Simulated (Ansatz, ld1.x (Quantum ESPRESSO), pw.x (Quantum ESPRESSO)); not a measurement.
## From atom to crystal: ultrasoft potential for boron

* Element: boron (B)
* Generator: ld1.x (Quantum ESPRESSO) 7.5
* Type: ultrasoft
* Functional: PBEsol
* Relativity: scalar-relativistic
* Frozen core: [He]
* Valence charge: 3
* Reference configuration: 2s2 2p1
* Partial waves: 2s (bound): rcut 0.95, rcutus 1.20 bohr; 2s channel at 0.2 Ry: rcut 0.95, rcutus 1.20 bohr; 2p (bound): rcut 1.75, rcutus 2.10 bohr; 2p channel at 1.2 Ry: rcut 1.75, rcutus 2.10 bohr; 3d channel at 0.2 Ry: rcut 1.60, rcutus 1.90 bohr; 3d channel at 1.2 Ry: rcut 1.60, rcutus 1.90 bohr
* Local potential: all-electron potential smoothed inside 2.10 bohr (lloc = -1)
* Core correction: a·sin(br)/r model core, default radius (core density twice the valence density)
* Augmentation charge: PSQ, radius 1.00 bohr

Atomic tests: cutoffs needed: 18 Ry and 30 Ry (the cutoffs (Ry, on a coarse ladder) from which the occupation-weighted sum of valence levels, in a spherical-Bessel basis at the reference potential, stays within 10 and 1 mRy of its value at 400 Ry); ghost test: no extra level below or beside the all-electron valence levels (s, p, d, f tested) (spherical-Bessel basis up to 400 Ry, 20 bohr box); largest excitation error: +33 meV (all-electron minus pseudo) for 2s0 2p3, out of 7 test configurations.

Crystal test: bcc B in pw.x 7.5, no spin, 18³ k-points, Fermi–Dirac smearing 0.01 Ry, cutoffs 40/860 Ry. The reference is all-electron LAPW (Ansatz 0.2.0) with the same functional, mesh and smearing; V0 and B0 come from Birch–Murnaghan fits to the pressures at five volumes. Errors are pseudo minus all-electron; Δ is the rms difference of the E(V) curves that follow from these fits, minima aligned, over ±6 % about the mean V0. Mesh and smearing are coarse, so the numbers serve the comparison and aren't converged zero-temperature values; the lattice is a test structure that the element need not adopt.

```csv
V (Å³/atom),P all-electron (GPa),P pseudo (GPa)
5.793,12.35,12.83
5.946,5.20,5.62
6.098,-1.07,-0.71
6.250,-6.52,-6.22
6.403,-11.24,-10.99
```

All-electron: a0 = 2.298 Å (V0 = 6.07 Å³/atom), B0 = 237.8 GPa.

Pseudopotential: mean pressure error (GPa): +0.37; a0 (Å): 2.300; a0 error (%): +0.05; B0 error (%): +0.3; Δ (meV/atom): 0.5. The largest radius (2.10 bohr) exceeds half the bond length (1.88 bohr), so the spheres overlap, which is one possible source of error among others.

Q: At the middle volume, how do free energy and pressure move when the wave cutoff is lowered (ecutrho held at 860 Ry)?

A:

```csv
cutoff (Ry),shift of F (meV/atom),shift of P (GPa)
18,+78.5,-5.31
24,+15.5,-1.96
32,+0.4,-0.05
```

Input at the middle volume:

```
&control
  calculation='scf', prefix='x', pseudo_dir='./', outdir='./tmp', tstress=.true., disk_io='none'
/
&system
  ibrav=0, nat=1, ntyp=1, ecutwfc=40, ecutrho=860, nbnd=8,
  occupations='smearing', smearing='fd', degauss=0.01
/
&electrons
  conv_thr=1e-09, mixing_beta=0.4, electron_maxstep=70
/
ATOMIC_SPECIES
B 1.0 B.UPF
CELL_PARAMETERS angstrom
  -1.15091295 1.15091295 1.15091295
  1.15091295 -1.15091295 1.15091295
  1.15091295 1.15091295 -1.15091295
ATOMIC_POSITIONS crystal
B 0.0000 0.0000 0.0000
K_POINTS automatic
18 18 18 0 0 0
```

```bash
pw.x < B.scf.in > B.scf.out
```

Lines of the output:

```
Message from routine setup:
     using ibrav=0 with symmetry is DISCOURAGED, use correct ibrav instead
     lattice parameter (alat)  =       3.7671  a.u.
     unit-cell volume          =      41.1513 (a.u.)^3
     number of electrons       =         3.00
     number of Kohn-Sham states=            8
     kinetic-energy cutoff     =      40.0000  Ry
     charge density cutoff     =     860.0000  Ry
     scf convergence threshold =      1.0E-09
     Exchange-correlation= PBESOL
     number of k points=   195  Fermi-Dirac smearing, width (Ry)=  0.0100
     iteration #  1     ecut=    40.00 Ry     beta= 0.40
     total energy              =      -6.13704219 Ry
     estimated scf accuracy    <       0.00022844 Ry
     iteration #  2     ecut=    40.00 Ry     beta= 0.40
     total energy              =      -6.13714227 Ry
     estimated scf accuracy    <       0.00007982 Ry
     iteration #  3     ecut=    40.00 Ry     beta= 0.40
     total energy              =      -6.13714483 Ry
     estimated scf accuracy    <       0.00000022 Ry
     iteration #  4     ecut=    40.00 Ry     beta= 0.40
     the Fermi energy is    13.8109 ev
!    total energy              =      -6.13714486 Ry
     estimated scf accuracy    <          8.3E-10 Ry
     smearing contrib. (-TS)   =      -0.00100650 Ry
     The total energy is F=E-TS. E is the sum of the following terms:
     one-electron contribution =       4.21643220 Ry
     hartree contribution      =       0.01537016 Ry
     xc contribution           =      -2.83818156 Ry
     ewald contribution        =      -7.52975916 Ry
     convergence has been achieved in   4 iterations
          total   stress  (Ry/bohr**3)                   (kbar)     P=       -7.07
     Message from routine punch:
     Nothing written, as per user request (disk_io='none')
```

The 8 pw.x runs together took about 28 s on one core of a shared server CPU.
